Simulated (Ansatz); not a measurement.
System: graphite. Method: PBE-D3(BJ) (plane waves, PAW; Ansatz, a first-principles code).

Run with plane-wave cutoff 500 eV, 18×18×6 k mesh (along the axes of the cell as run), Fermi–Dirac smearing 0.05 eV, scalar-relativistic PAW data made under PBE.

Computed at the level's own relaxed cell.

Q: Estimate the volume per atom, equilibrium lattice constant a and lattice parameter c that the calculation returns.

A: 
volume per atom: 8.86 Å³/atom
equilibrium lattice constant a: 2.465 Å
lattice parameter c: 6.737 Å

Measured, for comparison: lattice constant a 2.461 Å (300 K, not corrected to a static lattice, our sources range from 2.456 to 2.461; as tabulated in Wikipedia's data pages); lattice parameter c 6.67 Å (low temperature, zero-point motion not removed; as tabulated in Berland et al. (2010), arXiv:1007.3305). Computed (rounded) less measured: lattice constant a +0.2 % (+0.2 % to +0.4 % over the range), lattice parameter c +1.0 %.

The computed numbers hold no vibrational or temperature effects.

It cost around 18 core-seconds (rough) of CPU time.
